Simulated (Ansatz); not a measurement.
## Two structures, one formula

Two relaxed structures of CH$_{7}$Si$_{2}$ (charge -1), closed shell (PBE0-D4/def2-TZVPD; forces vanish, vibrations not checked).

A:

Si1  (-1.112, 0.844, -0.725)
C2  (0.015, -0.518, -0.541)
Si3  (1.102, -0.735, 0.849)
H4  (-2.538, 0.498, -1.119)
H5  (-0.820, 1.922, -1.765)
H6  (-1.256, 1.638, 0.545)
H7  (0.118, -1.209, -1.379)
H8  (1.125, -2.115, 1.484)
H9  (0.766, 0.195, 1.983)
H10  (2.601, -0.520, 0.667)
(Å)

B:

| atom | x (Å) | y (Å) | z (Å) |
| --- | --- | --- | --- |
| Si1 | -1.2163 | 0.8847 | -0.6702 |
| C2 | 1.1691 | -0.7346 | 0.8303 |
| Si3 | -0.5029 | -1.2778 | -0.0391 |
| H4 | -2.3464 | 0.8954 | -1.6710 |
| H5 | -0.2259 | 1.8608 | -1.2799 |
| H6 | -1.7820 | 1.7066 | 0.4658 |
| H7 | 0.0629 | -1.5413 | -1.4472 |
| H8 | 1.7742 | -1.6233 | 1.0450 |
| H9 | 0.9490 | -0.2610 | 1.7938 |
| H10 | 1.7845 | -0.0406 | 0.2473 |

Computed with Ansatz 0.2.0 (basis: def2-TZVPPD); correlated methods freeze the cores. B3LYP uses VWN-RPA correlation.

Problem. Which structure is lower at CCSD(T), and by how much? (An estimate is asked for; the value comes from the calculation.)

Solution. By the calculation: B, by 4.58 kcal/mol (electronic energy, against the other). By their contacts, A is CH₇Si₂ ([SiH3][CH][SiH3]), total charge -1 and B is CH₇Si₂ ([CH3][SiH][SiH3]), total charge -1.

All methods give the same order:

| method | E(B) − E(A) (kcal/mol) |
| --- | --- |
| PBE-D4 | -8.97 |
| r2SCAN-D4 | -4.69 |
| PBE0-D4 | -7.18 |
| B3LYP-D4 | -4.93 |
| wB97M-V | -3.64 |
| HF | -0.13 |
| MP2 | -1.11 |
| CCSD | -4.11 |
| CCSD(T) | -4.58 |

T1 diagnostic: at most 0.015.

Labels in which every atom is bracketed show which atoms are joined, not bond orders.

For scale, one of the runs: CCSD(T)/def2-TZVPPD, 252 basis functions, launched by `ansatz run in.yaml --threads 2 --pin off --events-out ev --progress --plain --max-ram 4352MiB`. Hardware: 2 CPU threads of an Arm Neoverse V2, shared host. Wall time 8.7 min; peak host memory 2 GiB.
